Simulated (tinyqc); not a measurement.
G0W0 on RHF in the sto-3g basis, for H2O, spin multiplicity 1, step by step (part 2 of 2). Computed by tinyqc, a small Python program that keeps every step (integrals from PySCF). Command: `OMP_NUM_THREADS=1 python tinyqc.py 21769 21770 out.jsonl` (the two numbers bound the seeds that draw the settings). One thread of a shared host (Intel(R) Xeon(R) Processor @ 2.60GHz), about 0.08 s of CPU time with the checks.

Geometry (angstrom):
```
atom        x         y        z
O     0.00000   0.00000  0.00000
H     0.00000   0.83500  0.64300
H     0.00000  -0.83500  0.64300
```

## Integrals over molecular orbitals

coefficients C, order 1O 1s, 1O 2s, 1O 2px, 1O 2py, 1O 2pz, 2H 1s, 3H 1s:
```
[[0.99434, -0.23700, 0.00000, 0.09691, 0.00000, -0.11859, 0.00000],
 [0.02478, 0.86930, 0.00000, -0.49900, 0.00000, 0.73301, 0.00000],
 [0.00000, 0.00000, 0.00000, 0.00000, 1.00000, 0.00000, 0.00000],
 [0.00000, 0.00000, 0.60488, 0.00000, 0.00000, 0.00000, 0.94144],
 [0.00349, 0.09833, 0.00000, 0.75794, 0.00000, 0.73634, 0.00000],
 [-0.00500, 0.14976, 0.45055, 0.31351, 0.00000, -0.73525, -0.76141],
 [-0.00500, 0.14976, -0.45055, 0.31351, 0.00000, -0.73525, 0.76141]]
```

core Hamiltonian H = T + V (hartree), order 1O 1s, 1O 2s, 1O 2px, 1O 2py, 1O 2pz, 2H 1s, 3H 1s:
```
[[-32.61950, -7.58880, 0.00000, 0.00000, -0.01563, -1.38575, -1.38575],
 [-7.58880, -9.24092, 0.00000, 0.00000, -0.18916, -3.15741, -3.15741],
 [0.00000, 0.00000, -7.38041, 0.00000, 0.00000, 0.00000, 0.00000],
 [0.00000, 0.00000, 0.00000, -7.50585, 0.00000, -1.79610, 1.79610],
 [-0.01563, -0.18916, 0.00000, 0.00000, -7.45479, -1.43741, -1.43741],
 [-1.38575, -3.15741, 0.00000, -1.79610, -1.43741, -4.69994, -1.21128],
 [-1.38575, -3.15741, 0.00000, 1.79610, -1.43741, -1.21128, -4.69994]]
```

Given earlier and not repeated: Two-electron integrals (ij|kl) in chemists' order.

(pq|rs) = sum C_ip C_jq C_kr C_ls (ij|kl), one index at a time.

one-electron integrals over orbitals h = C^T H C (hartree):
```
[[-32.60255, 0.56472, 0.00000, -0.21777, 0.00000, 0.27247, 0.00000],
 [0.56472, -7.58949, 0.00000, 0.49926, 0.00000, -1.27426, 0.00000],
 [0.00000, 0.00000, -6.12057, 0.00000, 0.00000, 0.00000, -1.74990],
 [-0.21777, 0.49926, 0.00000, -6.73601, 0.00000, -1.23294, 0.00000],
 [0.00000, 0.00000, 0.00000, 0.00000, -7.38041, 0.00000, 0.00000],
 [0.27247, -1.27426, 0.00000, -1.23294, 0.00000, -5.30297, 0.00000],
 [0.00000, 0.00000, -1.74990, 0.00000, 0.00000, 0.00000, -5.54763]]
```

Two-electron integrals over orbitals (pq|rs), unique and non-zero (hartree):
```
(11|11) 4.74602    (21|11) -0.42437   (21|21) 0.06007    (22|11) 1.01335
(22|21) -0.01448   (22|22) 0.72332    (31|31) 0.01065    (32|31) 0.01703
(32|32) 0.13559    (33|11) 0.77319    (33|21) -0.00457   (33|22) 0.62462
(33|33) 0.60628    (41|11) 0.17210    (41|21) -0.02212   (41|22) 0.01363
(41|33) 0.00585    (41|41) 0.02555    (42|11) -0.14202   (42|21) 0.00847
(42|22) -0.01455   (42|33) 0.00520    (42|41) 0.01871    (42|42) 0.12870
(43|31) -0.00279   (43|32) 0.02585    (43|43) 0.05229    (44|11) 0.96015
(44|21) -0.01206   (44|22) 0.66754    (44|33) 0.57683    (44|41) -0.00973
(44|42) -0.09934   (44|44) 0.73244    (51|51) 0.02599    (52|51) 0.03294
(52|52) 0.14816    (53|53) 0.02710    (54|51) -0.01248   (54|52) -0.04520
(54|54) 0.05115    (55|11) 1.11535    (55|21) -0.01197   (55|22) 0.75126
(55|33) 0.61027    (55|41) 0.00482    (55|42) -0.07660   (55|44) 0.70582
(55|55) 0.88016    (61|11) -0.21248   (61|21) 0.03215    (61|22) -0.00171
(61|33) 0.00046    (61|41) 0.00166    (61|42) 0.02066    (61|44) -0.01700
(61|55) -0.00569   (61|61) 0.02770    (62|11) 0.28220    (62|21) -0.00633
(62|22) 0.13585    (62|33) 0.06904    (62|41) 0.01848    (62|42) 0.02766
(62|44) 0.07240    (62|55) 0.14803    (62|61) 0.00879    (62|62) 0.09719
(63|31) 0.00276    (63|32) -0.03909   (63|43) -0.03496   (63|63) 0.07433
(64|11) 0.25154    (64|21) -0.00308   (64|22) 0.11493    (64|33) 0.04639
(64|41) 0.00160    (64|42) -0.04245   (64|44) 0.12968    (64|55) 0.13743
(64|61) -0.00128   (64|62) 0.06129    (64|64) 0.08636    (65|51) 0.01408
(65|52) 0.05433    (65|54) 0.00296    (65|65) 0.03581    (66|11) 0.78716
(66|21) -0.00728   (66|22) 0.59957    (66|33) 0.55653    (66|41) 0.01906
(66|42) 0.05216    (66|44) 0.54539    (66|55) 0.58089    (66|61) 0.00871
(66|62) 0.09356    (66|64) 0.04951    (66|66) 0.58678    (71|31) 0.01463
(71|32) 0.02216    (71|43) -0.00393   (71|63) 0.00326    (71|71) 0.02014
(72|31) 0.01447    (72|32) 0.04975    (72|43) -0.03179   (72|63) 0.03197
(72|71) 0.01895    (72|72) 0.06603    (73|11) 0.36761    (73|21) -0.00713
(73|22) 0.15511    (73|33) 0.08899    (73|41) -0.00041   (73|42) -0.07725
(73|44) 0.14973    (73|55) 0.19820    (73|61) -0.00612   (73|62) 0.07184
(73|64) 0.09284    (73|66) 0.04193    (73|73) 0.15691    (74|31) -0.00869
(74|32) -0.07442   (74|43) -0.00783   (74|63) 0.05127    (74|71) -0.01188
(74|72) -0.01721   (74|74) 0.07012    (75|53) 0.02386    (75|75) 0.02492
(76|31) 0.00815    (76|32) 0.09104    (76|43) 0.05743    (76|63) -0.06657
(76|71) 0.01084    (76|72) -0.00598   (76|74) -0.05959   (76|76) 0.11392
(77|11) 0.85004    (77|21) -0.00909   (77|22) 0.61390    (77|33) 0.59185
(77|41) 0.00387    (77|42) -0.01751   (77|44) 0.58994    (77|55) 0.61516
(77|61) -0.00421   (77|62) 0.06419    (77|64) 0.04812    (77|66) 0.55532
(77|73) 0.09553    (77|77) 0.60461
```

## Screening: direct RPA

orbital energies (hartree): [-20.25471, -1.22514, -0.57012, -0.44059, -0.38725, 0.51472, 0.63605]

With D = e_a - e_i and K = (ia|jb): diagonalise D^(1/2) (D + 4K) D^(1/2) = Z w^2 Z^T; X + Y = D^(1/2) Z w^(-1/2), each column of Z with its largest component positive (the first on a tie); E_c = (sum w - tr (D + 2K)) / 2.

D^(1/2) (D + 4K) D^(1/2) (hartree^2), order 1>6, 1>7, 2>6, 2>7, 3>6, 3>7, 4>6, 4>7, 5>6, 5>7:
```
[[433.67086, 0.00000, 0.21124, 0.00000, 0.00000, -0.12249, -0.02272, 0.00000, 0.00000, 0.00000],
 [0.00000, 438.10735, 0.00000, 0.47260, 0.06215, 0.00000, 0.00000, -0.22537, 0.00000, 0.00000],
 [0.21124, 0.00000, 3.70347, 0.00000, 0.00000, 0.41627, 0.31607, 0.00000, 0.00000, 0.00000],
 [0.00000, 0.47260, 0.00000, 3.95560, 0.18171, 0.00000, 0.00000, -0.09746, 0.00000, 0.00000],
 [0.00000, 0.06215, 0.00000, 0.18171, 1.49941, 0.00000, 0.00000, 0.22163, 0.00000, 0.00000],
 [-0.12249, 0.00000, 0.41627, 0.00000, 0.00000, 2.21187, 0.39864, 0.00000, 0.00000, 0.00000],
 [-0.02272, 0.00000, 0.31607, 0.00000, 0.00000, 0.39864, 1.24262, 0.00000, 0.00000, 0.00000],
 [0.00000, -0.22537, 0.00000, -0.09746, 0.22163, 0.00000, 0.00000, 1.46113, 0.00000, 0.00000],
 [0.00000, 0.00000, 0.00000, 0.00000, 0.00000, 0.00000, 0.00000, 0.00000, 0.94276, 0.00000],
 [0.00000, 0.00000, 0.00000, 0.00000, 0.00000, 0.00000, 0.00000, 0.00000, 0.00000, 1.14915]]
```

excitation energies w (hartree): [0.97096, 1.04380, 1.07198, 1.11522, 1.30411, 1.48075, 1.96868, 1.99275, 20.82477, 20.93103]

X + Y, order 1>6, 1>7, 2>6, 2>7, 3>6, 3>7, 4>6, 4>7, 5>6, 5>7:
```
[[0.00000, -0.00003, 0.00000, 0.00000, 0.00000, 0.00159, -0.00123, 0.00000, 0.99867, 0.00000],
 [0.00000, 0.00000, 0.00000, 0.00171, 0.00113, 0.00000, 0.00000, -0.00360, 0.00000, 0.99904],
 [0.00000, -0.08368, 0.00000, 0.00000, 0.00000, -0.33485, 0.89203, 0.00000, 0.00014, 0.00000],
 [0.00000, 0.00000, 0.00000, 0.09274, -0.03478, 0.00000, 0.00000, 0.96352, 0.00000, 0.00032],
 [0.00000, 0.00000, 0.00000, -0.67264, 0.66395, 0.00000, 0.00000, 0.05192, 0.00000, 0.00003],
 [0.00000, -0.33600, 0.00000, 0.00000, 0.00000, 0.82069, 0.21500, 0.00000, -0.00007, 0.00000],
 [0.00000, 0.90662, 0.00000, 0.00000, 0.00000, 0.22392, 0.10832, 0.00000, -0.00001, 0.00000],
 [0.00000, 0.00000, 0.00000, 0.71513, 0.62239, 0.00000, 0.00000, -0.02382, 0.00000, -0.00012],
 [0.96382, 0.00000, 0.00000, 0.00000, 0.00000, 0.00000, 0.00000, 0.00000, 0.00000, 0.00000],
 [0.00000, 0.00000, 0.97703, 0.00000, 0.00000, 0.00000, 0.00000, 0.00000, 0.00000, 0.00000]]
```

RPA correlation energy = -0.0622200 hartree

## G0W0 on Hartree-Fock: HOMO

W(p,q,m) = sqrt2 sum_ia (pq|ia) (X+Y)_ia,m; Sigma_c(x) = sum_(i,m) W^2/(x - e_i + w_m) + sum_(a,m) W^2/(x - e_a - w_m); solve x = e_p + Sigma_c(x) by Newton steps; Z = 1/(1 - dSigma/dx); 1 hartree = 27.211386 eV.

The 12 largest terms at x = e_p (hartree; W for the signs of X + Y given):
```
q  m         W      term
5  7   0.26807   0.03650
5  6   0.20345   0.02795
5  2   0.06451   0.00399
2  1   0.07405   0.00303
6  1   0.04881  -0.00127
3  3   0.03296   0.00087
7  3   0.03443  -0.00057
1  1   0.01920  1.77e-05
4  1   0.00403  1.59e-05
5  9  -0.00803  3.09e-06
```

Newton steps (hartree):
```
step         x  Sigma_c(x)        Z
0     -0.38725     0.07054  0.95733
1     -0.31972     0.06765  0.96045
2     -0.31961     0.06764  0.96045
3     -0.31961     0.06764  0.96045
```

quasiparticle energy of the HOMO = -8.69705 eV

Hartree-Fock value = -10.53767 eV

## G0W0 on Hartree-Fock: LUMO

As before.

The 12 largest terms at x = e_p (hartree; W for the signs of X + Y given):
```
q  m         W      term
6  7   0.13834  -0.00972
7  5  -0.11465  -0.00922
2  7   0.15382   0.00638
3  5   0.11335   0.00538
4  7   0.11878   0.00483
4  6   0.10607   0.00462
4  2   0.05935   0.00176
5  1   0.04881   0.00127
6  2   0.03248  -0.00101
2  6   0.05678   0.00100
3  8   0.04728   0.00073
2  2   0.03295   0.00039
```

Newton steps (hartree):
```
step        x  Sigma_c(x)        Z
0     0.51472     0.00620  0.97809
1     0.52079     0.00606  0.97804
2     0.52079     0.00606  0.97804
```

quasiparticle energy of the LUMO = 14.17131 eV

Hartree-Fock value = 14.00631 eV
